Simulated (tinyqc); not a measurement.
Inside a calculation. Method: Pariser-Parr-Pople SCF with singles CI, for the molecule C=C1C(F)=C1Cl (SMILES; centres numbered as the heavy atoms are written). Computed by tinyqc, a small Python program that keeps every step. Settings: charge = 0, gamma = MN, start = huckel, damping = 0, iteration cap = 60, excitations kept = 9. Command: `OMP_NUM_THREADS=1 python tinyqc.py 27428 27429 out.jsonl` (the two numbers bound the seeds that draw the settings). One thread of a shared host (Intel(R) Xeon(R) Processor @ 2.60GHz), about 0.01 s of CPU time with the checks. Later iterations appear only in the table of the cycle.

## PPP integrals

Centres (angstrom, eV; a flat drawing with bonds scaled to 1.40 angstrom):
```
centre          x          y  core charge z          W   gamma_rr
1C       2.208000   0.000000              1  11.160000  11.130000
2C       0.808000   0.000000              1  11.160000  11.130000
3C      -0.404000   0.700000              1  11.160000  11.130000
4F      -1.104000   1.912000              2  39.000000  21.400000
5C      -0.404000  -0.700000              1  11.160000  11.130000
6Cl     -1.104000  -1.912000              2  26.000000  13.000000
```

Resonance integrals (eV):
```
i  j       beta
1  2  -2.120000
2  3  -2.120000
3  4  -1.860000
3  5  -2.120000
5  6  -1.410000
5  2  -2.120000
```

Mataga-Nishimoto: gamma = 14.399645/(R + a), a = 2 x 14.399645/(gamma_rr + gamma_ss); H_rr = -W_r - sum_(s != r) z_s gamma_rs; H_rs = beta for bonds.

repulsion gamma_rs (eV), order 1C, 2C, 3C, 4F, 5C, 6Cl:
```
[[11.130000, 5.345539, 3.601766, 3.057515, 3.601766, 2.869723],
 [5.345539, 11.130000, 5.346287, 4.011835, 5.346287, 3.694602],
 [3.601766, 5.346287, 11.130000, 6.301986, 5.345539, 3.694417],
 [3.057515, 4.011835, 6.301986, 21.400000, 4.011617, 3.089265],
 [3.601766, 5.346287, 5.345539, 4.011617, 11.130000, 5.553001],
 [2.869723, 3.694602, 3.694417, 3.089265, 5.553001, 13.000000]]
```

core matrix H (eV), order 1C, 2C, 3C, 4F, 5C, 6Cl:
```
[[-35.563547, -2.120000, 0.000000, 0.000000, 0.000000, 0.000000],
 [-2.120000, -42.610989, -2.120000, 0.000000, -2.120000, 0.000000],
 [0.000000, -2.120000, -45.446399, -1.860000, -2.120000, 0.000000],
 [0.000000, 0.000000, -1.860000, -62.561483, 0.000000, 0.000000],
 [0.000000, -2.120000, -2.120000, 0.000000, -44.582829, -1.410000],
 [0.000000, 0.000000, 0.000000, 0.000000, -1.410000, -47.990273]]
```

## Starting guess

pi electrons, sum of z_r less the charge = 8

Orbitals of the Hueckel matrix of the beta values.

P at the start, order 1C, 2C, 3C, 4F, 5C, 6Cl:
```
[[1.571833, 0.665382, -0.263625, 0.136412, -0.343422, 0.155656],
 [0.665382, 0.964787, 0.441642, -0.231293, 0.505284, -0.228408],
 [-0.263625, 0.441642, 0.980730, 0.601605, 0.550038, -0.265730],
 [0.136412, -0.231293, 0.601605, 1.643892, -0.350537, 0.168802],
 [-0.343422, 0.505284, 0.550038, -0.350537, 1.047900, 0.446135],
 [0.155656, -0.228408, -0.265730, 0.168802, 0.446135, 1.790859]]
```

## Iteration 1: Fock matrix

F_rr = H_rr + P_rr gamma_rr / 2 + sum_(s != r) P_ss gamma_rs; F_rs = H_rs - P_rs gamma_rs / 2; E = tr P (H + F) / 2 + core repulsion sum_(r<s) z_r z_s gamma_rs.

F (eV), order 1C, 2C, 3C, 4F, 5C, 6Cl:
```
[[-4.186849, -3.898413, 0.474757, -0.208540, 0.618462, -0.223345],
 [-3.898413, -4.782485, -3.300573, 0.463955, -3.470696, 0.421938],
 [0.474757, -3.300573, -6.591684, -3.755652, -3.590126, 0.490859],
 [-0.208540, 0.463955, -3.755652, -20.378618, 0.703111, -0.260737],
 [0.618462, -3.470696, -3.590126, 0.703111, -6.150030, -2.648695],
 [-0.223345, 0.421938, 0.490859, -0.260737, -2.648695, -13.753831]]
```

pi energy = -140.906707 eV

## Iteration 1: orbitals and new P

Diagonalise F (the basis is taken as orthonormal) and form P = 2 sum c c over the lowest orbitals.

orbital energies (eV): [-21.356878, -14.804869, -12.264167, -6.638252, -1.828361, 1.049031]

P after iteration 1, order 1C, 2C, 3C, 4F, 5C, 6Cl:
```
[[1.301879, 0.839992, -0.316402, 0.071538, -0.304232, 0.074151],
 [0.839992, 0.989286, 0.376280, -0.084990, 0.370558, -0.090417],
 [-0.316402, 0.376280, 0.935362, 0.258638, 0.800366, -0.215977],
 [0.071538, -0.084990, 0.258638, 1.937121, -0.199218, 0.053688],
 [-0.304232, 0.370558, 0.800366, -0.199218, 0.911846, 0.286506],
 [0.074151, -0.090417, -0.215977, 0.053688, 0.286506, 1.924506]]
```

## Iteration 2: Fock matrix

As before.

F (eV), order 1C, 2C, 3C, 4F, 5C, 6Cl:
```
[[-4.931538, -4.365105, 0.569803, -0.109364, 0.547886, -0.106396],
 [-4.365105, -5.388968, -3.125851, 0.170484, -3.110556, 0.167027],
 [0.569803, -3.125851, -6.071093, -2.674967, -4.259193, 0.398955],
 [-0.109364, 0.170484, -2.674967, -18.387000, 0.399592, -0.082929],
 [0.547886, -3.110556, -4.259193, 0.399592, -6.072548, -2.205484],
 [-0.106396, 0.167027, 0.398955, -0.082929, -2.205484, -13.586552]]
```

pi energy = -144.850276 eV

## Iteration 2: orbitals and new P

As before.

orbital energies (eV): [-19.002962, -14.531462, -12.446858, -7.750188, -1.258591, 0.552362]

P after iteration 2, order 1C, 2C, 3C, 4F, 5C, 6Cl:
```
[[1.244343, 0.870567, -0.299308, 0.047850, -0.296067, 0.053653],
 [0.870567, 0.997047, 0.343921, -0.054963, 0.341989, -0.062004],
 [-0.299308, 0.343921, 0.917780, 0.192831, 0.845311, -0.183407],
 [0.047850, -0.054963, 0.192831, 1.965597, -0.154934, 0.033530],
 [-0.296067, 0.341989, 0.845311, -0.154934, 0.922506, 0.225449],
 [0.053653, -0.062004, -0.183407, 0.033530, 0.225449, 1.952726]]
```

## Iteration 3: Fock matrix

As before.

F (eV), order 1C, 2C, 3C, 4F, 5C, 6Cl:
```
[[-5.067115, -4.446825, 0.539019, -0.073151, 0.533181, -0.076985],
 [-4.446825, -5.471838, -3.039351, 0.110252, -3.034187, 0.114539],
 [0.539019, -3.039351, -5.993976, -2.467609, -4.379321, 0.338790],
 [-0.073151, 0.110252, -2.467609, -18.207944, 0.310769, -0.051791],
 [0.533181, -3.034187, -4.379321, 0.310769, -6.002005, -2.035958],
 [-0.076985, 0.114539, 0.338790, -0.051791, -2.035958, -13.457348]]
```

pi energy = -145.040462 eV

## Iteration 3: orbitals and new P

As before.

orbital energies (eV): [-18.756435, -14.361361, -12.435276, -7.929467, -1.161305, 0.443618]

P after iteration 3, order 1C, 2C, 3C, 4F, 5C, 6Cl:
```
[[1.233501, 0.877917, -0.292582, 0.041848, -0.291841, 0.047036],
 [0.877917, 0.994469, 0.335708, -0.048029, 0.333668, -0.053758],
 [-0.292582, 0.335708, 0.916243, 0.174902, 0.857443, -0.169948],
 [0.041848, -0.048029, 0.174902, 1.971732, -0.142466, 0.028153],
 [-0.291841, 0.333668, 0.857443, -0.142466, 0.923263, 0.205186],
 [0.047036, -0.053758, -0.169948, 0.028153, 0.205186, 1.960792]]
```

## Convergence

Stop when output and input P, before any damping, agree to 1e-7.

Course of the cycle:
```
iteration         E (eV)  largest |P(out) - P(in)|
1          -140.90670710                  3.43e-01
2          -144.85027643                  6.58e-02
3          -145.04046194                  2.03e-02
4          -145.05644964                  6.97e-03
5          -145.05799556                  2.42e-03
6          -145.05815492                  8.46e-04
7          -145.05817213                  2.96e-04
8          -145.05817407                  1.03e-04
9          -145.05817429                  3.62e-05
10         -145.05817432                  1.27e-05
11         -145.05817433                  4.55e-06
12         -145.05817433                  2.23e-06
13         -145.05817433                  1.11e-06
14         -145.05817433                  5.67e-07
15         -145.05817433                  2.92e-07
16         -145.05817433                  1.51e-07
17         -145.05817433                  7.88e-08
```

Converged in 17 iterations.

## Converged orbitals

Charges are z - P_rr.

orbital energies (eV): [-18.677555, -14.298408, -12.438701, -7.993171, -1.139197, 0.395094]

coefficients, order 1C, 2C, 3C, 4F, 5C, 6Cl:
```
[[0.014824, 0.099158, -0.257061, 0.733738, -0.003389, -0.620874],
 [0.066208, 0.271594, -0.524329, 0.378708, 0.002379, 0.709582],
 [0.223145, 0.249169, -0.440863, -0.389476, 0.697260, -0.236429],
 [0.969282, -0.127934, 0.157207, 0.079766, -0.109512, 0.032487],
 [0.075064, 0.419495, -0.364596, -0.383673, -0.696716, -0.229872],
 [0.021463, 0.813619, 0.554071, 0.113797, 0.128086, 0.034836]]
```

pi charges: [-0.229009, 0.007026, 0.084139, 0.026096, 0.076508, 0.035239]

## Singles CI, singlets

Over the 8 single excitations with the smallest orbital gaps: A = (e_a - e_i) delta + 2 (ia|jb) - (ij|ab), with (pq|rs) = sum c_mp c_mq gamma_mn c_nr c_ns. f = 2/3 w |mu|^2 in atomic units, mu = sqrt2 sum c_ia sum_m c_mi c_ma R_m.

singlet CI matrix (eV), order 4>5, 4>6, 3>5, 3>6, 2>5, 2>6, 1>5, 1>6:
```
[[3.373254, -0.002037, 0.722455, -0.031048, -0.449725, -0.053140, -0.143775, 0.041825],
 [-0.002037, 5.684414, -0.077786, -0.362890, -0.140800, 0.196337, 0.109502, 0.048133],
 [0.722455, -0.077786, 7.493166, -0.081655, -0.381549, -0.150626, -0.164775, 0.069783],
 [-0.031048, -0.362890, -0.081655, 9.186820, -0.097475, 0.204259, 0.032553, 0.079702],
 [-0.449725, -0.140800, -0.381549, -0.097475, 8.951314, -0.138326, 0.093419, -0.048899],
 [-0.053140, 0.196337, -0.150626, 0.204259, -0.138326, 11.015564, -0.041062, -0.046944],
 [-0.143775, 0.109502, -0.164775, 0.032553, 0.093419, -0.041062, 12.644614, 0.301110],
 [0.041825, 0.048133, 0.069783, 0.079702, -0.048899, -0.046944, 0.301110, 15.277113]]
```

singlet excitation energies (eV): [3.223303, 5.625135, 7.467883, 9.086958, 9.225249, 11.058246, 12.625714, 15.313772]

oscillator strengths: [0.056470, 0.755296, 0.392323, 0.174567, 0.022859, 0.002686, 0.008982, 0.001569]

## Singles CI, triplets

Over the 8 single excitations with the smallest orbital gaps: A = (e_a - e_i) delta - (ij|ab), with (pq|rs) = sum c_mp c_mq gamma_mn c_nr c_ns.

triplet CI matrix (eV), order 4>5, 4>6, 3>5, 3>6, 2>5, 2>6, 1>5, 1>6:
```
[[1.635525, -0.001812, -1.173597, 0.025227, 0.909457, 0.017492, 0.347346, -0.024141],
 [-0.001812, 1.671096, 0.025227, 1.209647, 0.017492, -0.383964, -0.024141, -0.011154],
 [-1.173597, 0.025227, 5.352878, -0.031631, 0.955315, -0.124931, 0.354729, -0.005652],
 [0.025227, 1.209647, -0.031631, 7.280246, -0.124931, 1.178802, -0.005652, 0.323586],
 [0.909457, 0.017492, 0.955315, -0.124931, 7.568571, -0.321493, -0.232971, -0.036748],
 [0.017492, -0.383964, -0.124931, 1.178802, -0.321493, 10.456496, -0.036748, -0.184817],
 [0.347346, -0.024141, 0.354729, -0.005652, -0.232971, -0.036748, 12.064051, 0.461383],
 [-0.024141, -0.011154, -0.005652, 0.323586, -0.036748, -0.184817, 0.461383, 15.196434]]
```

triplet excitation energies (eV): [1.071858, 1.378046, 5.495046, 7.167266, 7.911364, 10.890472, 12.030394, 15.280851]
